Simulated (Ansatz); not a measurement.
## Ansatz (development build ahead of 0.2.0) run

```yaml
crystal:
  periodic: [false, false, false]
  atoms:
    - { symbol: "N", position_ang: [-1.1522, -0.3095, -0.0538] }
    - { symbol: "N", position_ang: [-0.0659, -0.0177, -0.0031] }
    - { symbol: O, position_ang: [1.0658, 0.2863, 0.0498] }
basis:
  gaussian: { orbitals: def2-SVP }
total_charge: 1
magnetization:
  spin_polarized: true
  initial_magnetization: 1
hamiltonian:
  xc: hf
output:
  forces: true
```

The input is written out in the form of the current development build from the run's settings.

Output:

```json
{
  "Converged": "yes",
  "Total energy": "-183.11644 hartree",
  "Spin squared of the determinant": "0.976",
  "Stability test": "minimum"
}
```

Forces (eV/Å):
```csv
atom,Fx,Fy,Fz
N1,2.336,0.627,0.109
N2,-3.874,-1.041,-0.181
O3,1.538,0.413,0.072
```

Caution: the unrestricted determinant is spin contaminated.
